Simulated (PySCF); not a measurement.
C4H4N2: core ionisation energies

Species: pyridazine, C₄H₄N₂.
Atom-mapped SMILES: `[cH:1]1[cH:2][cH:3][n:4][n:5][cH:6]1`

Method used: PySCF, delta-SCF UKS SCAN, pcX-2 on the ionised atom, pcseg-1 elsewhere, spin-free X2C. Binding energies are ΔSCF values: E(core-ionised, relaxed orbitals) − E(ground state) at a fixed geometry, referred to the vacuum level.

Task: What binding energy does each computed site have?

Result: 
| atom(s) | bonded to | level | binding energy (eV) | above the level's lowest (eV) | count |
| --- | --- | --- | --- | --- | --- |
| C1/C2 | 2 C (aromatic in the SMILES) and H | C 1s | 291.49 | 0.00 | 2 |
| C3/C6 | N (aromatic in the SMILES), C (aromatic in the SMILES) and H | C 1s | 291.79 | +0.30 | 2 |
| N4/N5 | N (aromatic in the SMILES) and C (aromatic in the SMILES) | N 1s | 405.66 | 0.00 | 2 |

The listed C 1s values span 0.30 eV, from C1/C2 (bonded to 2 C (aromatic in the SMILES) and H) to C3/C6 (bonded to N (aromatic in the SMILES), C (aromatic in the SMILES) and H). Summing the Pauling electronegativity differences to the bonded atoms, each weighted by its formal bond order, gives -0.35 for the lowest site and +0.39 for the highest.

Task: Which effective nuclear charge Zeff reproduces each element's mean 1s value in the hydrogen-like formula E = 13.606 eV × Zeff²?

Result: C (Z = 6): mean 291.6 eV, Zeff = 4.63, Z − Zeff = 1.37; N (Z = 7): mean 405.7 eV, Zeff = 5.46, Z − Zeff = 1.54. Means run over the listed sites, weighted by atom count.

Task: Express the binding energy of N 1s of N4/N5 in atomic units and per mole.

Result: 405.66 eV = 14.9077 Eh = 39140 kJ/mol.

Atoms equivalent by their bonding share one computed value, that of the first of them. Geometry: PBE0-D3(BJ)/def2-SVP; no solvent, vibrations or thermal averaging.
